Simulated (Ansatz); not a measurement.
Basis-set extrapolation for `OBO` (PBE0-D4/def2-TZVP geometry, frozen core, Ansatz 0.2.0). Multiplicity 1, RHF reference.

```csv
,def2-TZVPP,def2-QZVPP
HF,-176.343237,-176.352118
MP2 correlation,-0.583535,-0.629863
CCSD(T) correlation,-0.616797,-0.659955
```

Energies in hartree. Use E(X) = E(∞) + A·exp(−7.88·√X) for Hartree–Fock and E(X) = E(∞) + B·X^(−2.97) for correlation, with X = 3 and 4.

Problem. What is the CCSD(T) energy at the basis-set limit?

Solution. HF limit: -176.352118 + (-0.008881) × 0.13774 = -176.35334. Correlation limit: -0.659955 + (-0.043158) × 0.74074 = -0.69192. Total: -177.04526 hartree, 53.5 kcal/mol below CCSD(T)/def2-TZVPP.
